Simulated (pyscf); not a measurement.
Single points on ωB97X-D3(BJ)/def2-SVP structures (PySCF, gas phase).

**Question.** HO–Sn(OH)(OH)–OH + CH₃• → •O–Sn(OH)(OH)–OH + CH₄
Surface: doublet. Broken: H–O. Formed: C–H. Give ΔE‡ and ΔE from ωB97M-D3(BJ)/def2-TZVP, relative to the separated reactants.

**Answer.** ΔE‡ = 14.9 kcal/mol, ΔE = +11.8 kcal/mol. Zero-point energy shifts the barrier by +0.1 kcal/mol. It is a hydrogen abstraction, with an imaginary mode of 1073i cm⁻¹. On the reactant side the descent ends in a complex (not fully relaxed), 4.6 kcal/mol under the separated species and 17.2 kcal/mol under the saddle at ωB97X-D3(BJ)/def2-TZVP. At ωB97X-D3(BJ) the barrier from the zero used here is 12.6 kcal/mol. One saddle was located; it need not be the lowest between these sides. The angle at the transferred H is 161°. Elements past Kr carry the def2 core potentials, without spin-orbit coupling.
